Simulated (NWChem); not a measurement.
**CH6BS− (SMILES [BH3-]SC): levels of theory compared**

Wanted: a comparison of 5 runs (HF/STO-3G, HF/3-21G, B3LYP/6-31G*, B3LYP/pcseg-2) of CH6BS−. 

Program for the calculation: NWChem 7.3.0.

### Step 1. Starting point

The species is CH6BS− (9 atoms), meant as a singlet with charge -1. As SMILES, `[BH3-]SC`. Geometry: relaxed at GFN2-xTB.

Bond lengths: B1–S2 1.952 Å, S2–C3 1.818 Å, B1–H4 1.211 Å, B1–H5 1.203 Å, B1–H6 1.212 Å, C3–H7 1.089 Å, C3–H8 1.090 Å, C3–H9 1.088 Å. Some angles: B1–S2–C3 97.7°, S2–B1–H4 106.9°, S2–B1–H5 106.8°, S2–B1–H6 107.0°, S2–C3–H7 109.2°, S2–C3–H8 109.3°, S2–C3–H9 109.0°, H4–B1–H5 112.0°, H4–B1–H6 111.7°, H5–B1–H6 112.0°.

### Step 2. Energy and gradient at HF/STO-3G (run 1)

The input, run.xyz:

```xyz
9
CH6BS hf
B     -0.618650     0.654210    -1.106450
S      1.109260     0.563060    -0.203960
C      0.645970    -0.629560     1.087830
H     -0.878720    -0.466720    -1.485030
H     -0.491280     1.422310    -2.023830
H     -1.423490     1.049130    -0.291080
H     -0.177570    -0.222320     1.673300
H      0.327520    -1.560850     0.620290
H      1.506950    -0.809250     1.728930
```

The input, run.nw:

```
start run
title "CH6BS hf"
memory total 2200 mb
charge -1
geometry units angstroms noautosym nocenter noautoz
 load format xyz run.xyz
end
basis spherical bse
 B library STO-3G
 S library STO-3G
 C library STO-3G
 H library STO-3G
end
scf
 thresh 1e-08
 maxiter 80
end
task scf gradient
```

Launch:

```bash
nwchem run.nw > run.out
```

Standard output:

```text
[...]
  functions       =    25
[...]
  wavefunction    = RHF
[...]
         Total SCF energy =   -458.352198165881
      One-electron energy =   -841.190656750176
      Two-electron energy =    283.436675495299
 Nuclear repulsion energy =     99.401783088996
        Time for solution =      1.0s
[...]
                         RHF ENERGY GRADIENTS
    atom               coordinates                        gradient
                 x          y          z           x          y          z
   1 B      -1.169079   1.236278  -2.090887   -0.007004   0.002393  -0.006356
   2 S       2.096197   1.064029  -0.385429    0.016263   0.004025   0.002250
   3 C       1.220706  -1.189696   2.055701   -0.006521  -0.020584   0.023172
   4 H      -1.660540  -0.881973  -2.806300    0.000376  -0.023276  -0.004626
   5 H      -0.928385   2.687776  -3.824484    0.004846   0.013155  -0.014532
   6 H      -2.690006   1.982568  -0.550061   -0.010940   0.007720   0.019838
   7 H      -0.335559  -0.420124   3.162078   -0.002467   0.009093  -0.004971
   8 H       0.618923  -2.949579   1.172178    0.000152   0.002026  -0.010429
   9 H       2.847723  -1.529261   3.267204    0.005295   0.005447  -0.004346
[...]
```

Wall time 1.9 s (1 thread of Intel Xeon Platinum 8375C at 2.90GHz (Ice Lake), shared host); peak memory 0.1 GiB.

### Step 3. Energy and forces at HF/3-21G (run 2)

The input, m1.xyz:

```xyz
9

B     -0.618650     0.654210    -1.106450
S      1.109260     0.563060    -0.203960
C      0.645970    -0.629560     1.087830
H     -0.878720    -0.466720    -1.485030
H     -0.491280     1.422310    -2.023830
H     -1.423490     1.049130    -0.291080
H     -0.177570    -0.222320     1.673300
H      0.327520    -1.560850     0.620290
H      1.506950    -0.809250     1.728930
```

The input, run.py:

```python
from ase.io import read
from ase.calculators.nwchem import NWChem

atoms = read('m1.xyz')

calc = NWChem(
    label='m1',
    theory='scf',
    memory='2200 mb',
    basis='3-21G',
    basispar='spherical bse',
    charge=-1,
    scf={'nopen': '0', 'rhf': None, 'thresh': '1e-08', 'maxiter': '80'},
)
atoms.calc = calc

forces = atoms.get_forces()
print(f"energy = {atoms.get_potential_energy():.6f} eV")
print("forces (eV/A):")
for s, f in zip(atoms.symbols, forces):
    print(f"{s:2s} {f[0]:10.5f} {f[1]:10.5f} {f[2]:10.5f}")
print("dipole (e A):", atoms.get_dipole_moment().round(4))
```

Launch:

```bash
export ASE_NWCHEM_COMMAND="nwchem PREFIX.nwi > PREFIX.nwo"
python run.py
```

Standard output:

```text
energy = -12551.236277 eV
forces (eV/A):
B    -0.75354    0.07137   -0.42752
S     1.42465    0.84965   -0.41755
C    -0.22615   -0.87412    0.99008
H    -0.17653   -0.19360   -0.11107
H    -0.02592    0.21834   -0.28796
H    -0.25675    0.05137    0.08104
H     0.19695   -0.20836   -0.05466
H     0.05600    0.16892    0.23680
H    -0.23870   -0.08356   -0.00910
dipole (e A): [-0.1513 -0.6819  0.7905]
```

The calculator wrote m1.nwi:

```
title "m1"

permanent_dir m1

scratch_dir m1

start m1

geometry units angstrom nocenter noautosym noautoz
  B  -6.1865000000000003e-01 6.5420999999999996e-01 -1.1064499999999999e+00
  S  1.1092599999999999e+00 5.6306000000000000e-01 -2.0396000000000000e-01
  C  6.4597000000000004e-01 -6.2956000000000001e-01 1.0878300000000001e+00
  H  -8.7871999999999995e-01 -4.6672000000000002e-01 -1.4850300000000001e+00
  H  -4.9127999999999999e-01 1.4223100000000000e+00 -2.0238299999999998e+00
  H  -1.4234899999999999e+00 1.0491299999999999e+00 -2.9108000000000001e-01
  H  -1.7757000000000001e-01 -2.2231999999999999e-01 1.6733000000000000e+00
  H  3.2751999999999998e-01 -1.5608500000000001e+00 6.2029000000000001e-01
  H  1.5069500000000000e+00 -8.0925000000000002e-01 1.7289300000000001e+00
end

charge -1

memory 2200 mb

basis spherical bse noprint
   * library 3-21G
end

scf
  nopen 0
  rhf
  thresh 1e-08
  maxiter 80
end

task scf gradient
```

m1.nwo:

```text
Northwest Computational Chemistry Package (NWChem) 7.3.0
             --------------------------------------------------------

           Job information
           ---------------

    nwchem branch   = 7.3.0
    use scalapack   = T
    input           = m1.nwi
    prefix          = m1.
    data base       = m1/m1.db
    status          = startup
    nproc           =        1

           Memory information
           ------------------

    heap     =     72089596 doubles =      550.0 Mbytes
    stack    =     72089601 doubles =      550.0 Mbytes
    global   =    144179200 doubles =     1100.0 Mbytes (distinct from heap & stack)
    total    =    288358397 doubles =     2200.0 Mbytes
    verify   = yes
    hardfail = no

           Directory information
           ---------------------

  0 permanent = m1
  0 scratch   = m1

                                NWChem Input Module
                                -------------------

                                        m1
                                        --

[... 127 lines left out ...]
 Convergence threshold     :          1.000E-08
[... 12 lines left out ...]
       Final RHF  results
[... 3 lines left out ...]
      One-electron energy =   -839.728584760770
[... 1 line left out ...]
 Nuclear repulsion energy =     99.401783088996
[... 35 lines left out ...]
                       ROHF Final Molecular Orbital Analysis
[... 190 lines left out ...]
     1   1 0 0     -0.285955      0.000000     32.870158
[... 8 lines of this table left out ...]
     2   0 0 2    -28.591297      0.000000     94.443290

                              NWChem Gradients Module
                              -----------------------

                                        m1

  wavefunction    =   RHF

                         RHF ENERGY GRADIENTS

    atom               coordinates                        gradient
                 x          y          z           x          y          z
   1 B      -1.169079   1.236278  -2.090887    0.014654  -0.001388   0.008314
   2 S       2.096197   1.064029  -0.385429   -0.027705  -0.016523   0.008120
   3 C       1.220706  -1.189696   2.055701    0.004398   0.016999  -0.019254
[... 5 lines of this table left out ...]
   9 H       2.847723  -1.529261   3.267204    0.004642   0.001625   0.000177

                 ----------------------------------------
                 |  Time  |  1-e(secs)   |  2-e(secs)   |
                 ----------------------------------------
                 |  CPU   |       0.00   |       0.37   |
                 ----------------------------------------
                 |  WALL  |       0.00   |       0.37   |
                 ----------------------------------------

 Task  times  cpu:        1.6s     wall:        1.6s
 Total times  cpu:        1.6s     wall:        1.6s
```

Run time: 2.9 s. Hardware: 1 thread of Intel Xeon Platinum 8375C at 2.90GHz (Ice Lake), shared host; peak memory 0.1 GiB.

Runs 3 to 4 aren't shown in full; the table further down has their settings and results.

### Step 4. Energy and forces at B3LYP/pcseg-2 (run 5)

The input, sp.xyz:

```xyz
9

B     -0.618650     0.654210    -1.106450
S      1.109260     0.563060    -0.203960
C      0.645970    -0.629560     1.087830
H     -0.878720    -0.466720    -1.485030
H     -0.491280     1.422310    -2.023830
H     -1.423490     1.049130    -0.291080
H     -0.177570    -0.222320     1.673300
H      0.327520    -1.560850     0.620290
H      1.506950    -0.809250     1.728930
```

The input, run.py:

```python
from ase.io import read
from ase.calculators.nwchem import NWChem

molecule = read('sp.xyz')

calc = NWChem(
    label='sp',
    theory='dft',
    memory='2200 mb',
    basis='pcseg-2',
    basispar='spherical bse',
    charge=-1,
    dft={'xc': 'b3lyp', 'mult': '1', 'grid': 'fine', 'convergence': 'energy 1e-08', 'iterations': '100', 'mulliken': None},
)
molecule.calc = calc

forces = molecule.get_forces()
print("Total energy (eV):", round(molecule.get_potential_energy(), 6))
print("forces (eV/A):")
for s, f in zip(molecule.symbols, forces):
    print(f"{s:2s} {f[0]:10.5f} {f[1]:10.5f} {f[2]:10.5f}")
print("dipole (e A):", molecule.get_dipole_moment().round(4))
```

Launch:

```bash
export ASE_NWCHEM_COMMAND="nwchem PREFIX.nwi > PREFIX.nwo"
python run.py
```

Standard output:

```text
Total energy (eV): -12650.042988
forces (eV/A):
B     0.17041   -0.05060    0.14804
S     0.19767    0.09791   -0.02756
C     0.15612    0.16841   -0.15067
H    -0.16183   -0.21062   -0.14198
H     0.00530    0.21602   -0.27110
H    -0.26256    0.08798    0.09210
H    -0.06577   -0.08413    0.11956
H    -0.05266   -0.11848    0.09133
H     0.01337   -0.10650    0.14018
dipole (e A): [-0.0374 -0.6401  0.7894]
```

The calculator wrote sp.nwi:

```
title "sp"

permanent_dir sp

scratch_dir sp

start sp

geometry units angstrom nocenter noautosym noautoz
  B  -6.1865000000000003e-01 6.5420999999999996e-01 -1.1064499999999999e+00
  S  1.1092599999999999e+00 5.6306000000000000e-01 -2.0396000000000000e-01
  C  6.4597000000000004e-01 -6.2956000000000001e-01 1.0878300000000001e+00
  H  -8.7871999999999995e-01 -4.6672000000000002e-01 -1.4850300000000001e+00
  H  -4.9127999999999999e-01 1.4223100000000000e+00 -2.0238299999999998e+00
  H  -1.4234899999999999e+00 1.0491299999999999e+00 -2.9108000000000001e-01
  H  -1.7757000000000001e-01 -2.2231999999999999e-01 1.6733000000000000e+00
  H  3.2751999999999998e-01 -1.5608500000000001e+00 6.2029000000000001e-01
  H  1.5069500000000000e+00 -8.0925000000000002e-01 1.7289300000000001e+00
end

charge -1

memory 2200 mb

basis spherical bse noprint
   * library pcseg-2
end

dft
  xc b3lyp
  mult 1
  grid fine
  convergence energy 1e-08
  iterations 100
  mulliken
end

task dft gradient
```

sp.nwo:

```text
Northwest Computational Chemistry Package (NWChem) 7.3.0
             --------------------------------------------------------

           Job information
           ---------------

    nwchem branch   = 7.3.0
    use scalapack   = T
    input           = sp.nwi
    prefix          = sp.
    data base       = sp/sp.db
    status          = startup
    nproc           =        1

           Memory information
           ------------------

    heap     =     72089596 doubles =      550.0 Mbytes
    stack    =     72089601 doubles =      550.0 Mbytes
    global   =    144179200 doubles =     1100.0 Mbytes (distinct from heap & stack)
    total    =    288358397 doubles =     2200.0 Mbytes
    verify   = yes
    hardfail = no

           Directory information
           ---------------------

  0 permanent = sp
  0 scratch   = sp

                                NWChem Input Module
                                -------------------

                                        sp
                                        --

[... 96 lines left out ...]
  convergence criterion.
[... 17 lines left out ...]
          Convergence on gradient requested:  5.00D-04
[... 27 lines left out ...]
          Convergence aids based upon iterative change in
[... 30 lines left out ...]
 1-e energy   =    -857.621849
[... 62 lines left out ...]
         Total DFT energy =     -464.880509078912
[... 2 lines left out ...]
    Exchange-Corr. energy =      -37.686152541432
[... 1316 lines left out ...]
          Convergence on energy requested:  1.00D-08
[... 25 lines left out ...]
          Spatial weights used:  Erf1
[... 4 lines left out ...]
          total energy or number of iterations.
[... 18 lines left out ...]
                            NWChem DFT Gradient Module
                            --------------------------

                                        sp

  charge          =  -1.00
  wavefunction    = closed shell

                         DFT ENERGY GRADIENTS

    atom               coordinates                        gradient
                 x          y          z           x          y          z
   1 B      -1.169079   1.236278  -2.090887   -0.003314   0.000984  -0.002879
   2 S       2.096197   1.064029  -0.385429   -0.003844  -0.001904   0.000536
   3 C       1.220706  -1.189696   2.055701   -0.003036  -0.003275   0.002930
[... 5 lines of this table left out ...]
   9 H       2.847723  -1.529261   3.267204   -0.000260   0.002071  -0.002726

                 ----------------------------------------
                 |  Time  |  1-e(secs)   |  2-e(secs)   |
                 ----------------------------------------
                 |  CPU   |       0.03   |      31.22   |
                 ----------------------------------------
                 |  WALL  |       0.03   |      31.22   |
                 ----------------------------------------

 Task  times  cpu:      133.0s     wall:      133.0s
 Total times  cpu:      133.0s     wall:      133.0s
```

It took 2.2 min on 1 thread of Intel Xeon Platinum 8375C at 2.90GHz (Ice Lake), shared host; peak memory 0.15 GiB.

### Step 5. The series

```
run                               level  iteration cap  module  energy (Eh)  HOMO energy (eV)  LUMO energy (eV)  HOMO–LUMO gap (eV)  wall time
  1                           HF/STO-3G             80     scf  -458.352198              0.63             19.55               18.92      1.9 s
  2                            HF/3-21G             80     scf  -461.249429             -3.11             11.38               14.49      2.9 s
  3  B3LYP/6-31G* (spherical functions)            100     dft  -464.795210              0.09              6.85                6.76       33 s
  4  B3LYP/6-31G* (Cartesian functions)            100     dft  -464.799327              0.09              6.84                6.75       41 s
  5                       B3LYP/pcseg-2            100     dft  -464.880509             -0.43              4.32                4.75    2.2 min
```

### Step 6. Results

| quantity | value |
| --- | --- |
| run 5: total energy | -464.88051 Eh |
| run 5: HOMO energy | -0.43 eV |
| run 5: LUMO energy | 4.32 eV |
| run 5: HOMO–LUMO gap (to an unbound level, set by the basis) | 4.75 eV |
| run 5: largest force on an atom | 0.347 eV/Å |

**Reading.** The HOMO–LUMO gap runs from 4.75 eV (B3LYP/pcseg-2) to 18.92 eV (HF/STO-3G). The two ends differ in method and basis. The empty levels of an anion lie above zero and hang on the basis. In runs 1, 3, 4 the HOMO lies above zero, so the outermost electron may be held by the basis alone. In run 1 the basis is minimal, so the values are rough. All runs together took 3.6 min, the longest 2.2 min.
